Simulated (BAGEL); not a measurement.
**C2H2F2 (SMILES F/C=C\F) at RI-MP2/6-311+G(d,p) (density fitting with qzvpp-jkfit)**

Aim: the energy change on altering one bond length of C2H2F2 at RI-MP2/6-311+G** (density fitting with qzvpp-jkfit), from 2 runs. 

The calculation is run with BAGEL 1.2.2.

2 further runs of the same task are left out: 2 set aside as unsound or not needed.

### 1 The molecule

C2H2F2: 6 atoms, total charge 0, spin state singlet. As SMILES, `F/C=C\F`. The shape is that of a GFN2-xTB optimisation.

Bond lengths: F1–C2 1.335 Å, C2–C3 1.321 Å, C3–F4 1.335 Å, C2–H5 1.079 Å, C3–H6 1.078 Å. Angles: F1–C2–C3 123.7°, C2–C3–F4 123.7°, F1–C2–H5 113.2°, C3–C2–H5 123.0°, C2–C3–H6 123.2°, F4–C3–H6 113.1°.

### 2 The energy at RI-MP2/6-311+G(d,p) (density fitting with qzvpp-jkfit)

Contents of calc.json:

```json
{ "bagel": [

{
  "title": "molecule",
  "basis": "6-311+gss.json",
  "df_basis": "qzvpp-jkfit",
  "angstrom": true,
  "geometry": [
    { "atom": "F", "xyz": [       0.192360,      -0.836360,      -1.520840 ] },
    { "atom": "C", "xyz": [       0.405210,       0.027280,      -0.525710 ] },
    { "atom": "C", "xyz": [      -0.327390,       0.076410,       0.572410 ] },
    { "atom": "F", "xyz": [      -1.362570,      -0.733090,       0.808990 ] },
    { "atom": "H", "xyz": [       1.239650,       0.687180,      -0.705780 ] },
    { "atom": "H", "xyz": [      -0.147270,       0.778580,       1.370930 ] }
  ]
},

{ "title": "hf", "charge": 0 },

{ "title": "mp2", "charge": 0, "ncore": 4 }

]}
```

The basis set 6-311+G** is read from a file made from the Basis Set Exchange's data (not shown).

Started as:

```bash
$ BAGEL_NUM_THREADS=1 BAGEL calc.json > calc.out
```

What it wrote:

```text
* using 1 threads per process

  ===============================================================
  ===============================================================

  *** Geometry ***

  { "atom" : "F", "xyz" : [      0.363508,     -1.580491,     -2.873971 ] },
  { "atom" : "C", "xyz" : [      0.765736,      0.051552,     -0.993448 ] },
  { "atom" : "C", "xyz" : [     -0.618677,      0.144394,      1.081698 ] },
  { "atom" : "F", "xyz" : [     -2.574884,     -1.385339,      1.528770 ] },
  { "atom" : "H", "xyz" : [      2.342599,      1.298582,     -1.333731 ] },
  { "atom" : "H", "xyz" : [     -0.278300,      1.471303,      2.590682 ] },

  Number of auxiliary basis functions:      340

  Since a DF basis is specified, we compute 2- and 3-index integrals:
    o Being stored without compression. Storage requirement is 0.027 GB

  Number of basis functions:      100
  Number of electrons      :       32

    * METHOD: MOLECULE                             0.13

  *** RHF ***

  === Nuclear Repulsion ===
   113.6076176876

      * DIIS with orbital gradients will be used.

  === RHF iteration (6-311+gss.json) ===
      0       -275.53663602          0.02821409           0.03
      1       -275.71069104          0.01914433           0.03
      2       -275.80488725          0.00221887           0.03
      3       -275.80702820          0.00063440           0.03
      4       -275.80721227          0.00013819           0.03
      5       -275.80722639          0.00003874           0.03
      6       -275.80722757          0.00000628           0.03
      7       -275.80722760          0.00000138           0.03
      8       -275.80722760          0.00000043           0.03
      9       -275.80722760          0.00000019           0.03
     10       -275.80722760          0.00000006           0.03
     11       -275.80722760          0.00000002           0.03
     12       -275.80722760          0.00000001           0.03
    * SCF iteration converged.

    * Permanent dipole moment:
           (   -0.640420,    -0.858228,    -0.388374) a.u.

    * METHOD: HF                                   0.52

  *** RHF ***

  === Nuclear Repulsion ===
   113.6076176876

      * DIIS with orbital gradients will be used.

  === RHF iteration (6-311+gss.json) ===
      0       -275.80722760          0.00000000           0.03
    * SCF iteration converged.

    * Permanent dipole moment:
           (   -0.640420,    -0.858228,    -0.388375) a.u.

  === DF-MP2 calculation ===

    * freezing 4 orbitals
    * 3-index integral transformation done
    * assembly done

      MP2 correlation energy:   -0.6848771061      0.03

      MP2 total energy:       -276.4921047041

    * METHOD: MP2                                  0.11

  ===============================================================
```

It took 0.9 s on 1 thread of Arm Neoverse V1, shared host; peak memory 0.096 GiB.

### 3 The distorted shape at the same level

Contents of input.json:

```json
{ "bagel": [

{
  "title": "molecule",
  "basis": "6-311+gss.json",
  "df_basis": "qzvpp-jkfit",
  "angstrom": true,
  "geometry": [
    { "atom": "F", "xyz": [       0.412156,      -0.851100,      -1.850299 ] },
    { "atom": "C", "xyz": [       0.625006,       0.012540,      -0.855169 ] },
    { "atom": "C", "xyz": [      -0.327390,       0.076410,       0.572410 ] },
    { "atom": "F", "xyz": [      -1.362570,      -0.733090,       0.808990 ] },
    { "atom": "H", "xyz": [       1.459446,       0.672440,      -1.035239 ] },
    { "atom": "H", "xyz": [      -0.147270,       0.778580,       1.370930 ] }
  ]
},

{ "title": "hf" },

{ "title": "mp2", "ncore": 4 }

]}
```

The basis set 6-311+G** is read from a file made from the Basis Set Exchange's data (not shown).

Started as:

```bash
$ BAGEL_NUM_THREADS=1 BAGEL input.json > input.out
```

What it wrote:

```text
* using 1 threads per process

  ===============================================================
  ===============================================================

  *** Geometry ***

  { "atom" : "F", "xyz" : [      0.778862,     -1.608346,     -3.496558 ] },
  { "atom" : "C", "xyz" : [      1.181090,      0.023697,     -1.616035 ] },
  { "atom" : "C", "xyz" : [     -0.618677,      0.144394,      1.081698 ] },
  { "atom" : "F", "xyz" : [     -2.574884,     -1.385339,      1.528770 ] },
  { "atom" : "H", "xyz" : [      2.757953,      1.270727,     -1.956318 ] },
  { "atom" : "H", "xyz" : [     -0.278300,      1.471303,      2.590682 ] },

  Number of auxiliary basis functions:      340

  Since a DF basis is specified, we compute 2- and 3-index integrals:
    o Being stored without compression. Storage requirement is 0.027 GB

  Number of basis functions:      100
  Number of electrons      :       32

    * METHOD: MOLECULE                             0.13

  *** RHF ***

  === Nuclear Repulsion ===
   104.4450164183

      * DIIS with orbital gradients will be used.

  === RHF iteration (6-311+gss.json) ===
      0       -275.40271951          0.02899722           0.03
      1       -275.56414398          0.02123777           0.03
      2       -275.68450917          0.00231079           0.03
      3       -275.68743851          0.00059630           0.03
      4       -275.68767812          0.00019132           0.03
      5       -275.68770799          0.00004037           0.03
      6       -275.68770941          0.00000780           0.03
      7       -275.68770946          0.00000227           0.03
      8       -275.68770946          0.00000127           0.03
      9       -275.68770946          0.00000025           0.03
     10       -275.68770946          0.00000008           0.03
     11       -275.68770946          0.00000003           0.03
     12       -275.68770946          0.00000001           0.03
    * SCF iteration converged.

    * Permanent dipole moment:
           (   -0.591588,    -0.792487,    -0.358218) a.u.

    * METHOD: HF                                   0.54

  *** RHF ***

  === Nuclear Repulsion ===
   104.4450164183

      * DIIS with orbital gradients will be used.

  === RHF iteration (6-311+gss.json) ===
      0       -275.68770946          0.00000000           0.03
    * SCF iteration converged.

    * Permanent dipole moment:
           (   -0.591588,    -0.792487,    -0.358218) a.u.

  === DF-MP2 calculation ===

    * freezing 4 orbitals
    * 3-index integral transformation done
    * assembly done

      MP2 correlation energy:   -0.7195162598      0.03

      MP2 total energy:       -276.4072257223

    * METHOD: MP2                                  0.11

  ===============================================================
```

Run time: 0.91 s. Hardware: 1 thread of Arm Neoverse V1, shared host; peak memory 0.096 GiB.

### 4 Outcome

At RI-MP2/6-311+G** (density fitting with qzvpp-jkfit), 4 core orbitals frozen:

| quantity | value |
| --- | --- |
| first shape: total energy | -276.49210 Eh |
| first shape: correlation energy (4 core orbitals frozen) | -684.9 mEh |
| distorted shape: total energy | -276.40723 Eh |
| distorted shape: correlation energy (4 core orbitals frozen) | -719.5 mEh |
| energy change with the C2–C3 bond stretched from 1.321 to 1.717 Å | 2.310 eV |

In words: With the C2–C3 bond stretched from 1.321 to 1.717 Å the energy rises by 2.31 eV (53 kcal/mol). The first shape isn't relaxed at this level, so the change isn't measured from a minimum.
